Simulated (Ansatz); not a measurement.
System: bcc Li. Method: PBEsol in Ansatz (PAW).

A relaxed, unreconstructed slab of the (311) face has 22 atoms, two equal faces of 39.082 Å² each and an energy of -4463.2924 eV. A bulk cell of 11 atoms with the same orientation and in-plane k mesh has -2232.9749 eV. Energies are extrapolated to zero smearing.

Numerical settings: plane-wave cutoff 500 eV, 12×12×1 k mesh (along the axes of the cell as run), Fermi–Dirac smearing 0.1 eV, scalar-relativistic PAW data made under PBE.

Worked out: γ = (E_slab − N E_bulk per atom)/2A = [-4463.2924 − 22 × (-2232.9749/11)]/(2 × 39.082) = 0.0340 eV/Å². With 16.022 J/m² per eV/Å² this is 0.54 J/m², or 1.33 eV per surface cell and face.

Ansatz is a quantum-chemistry and plane-wave program.
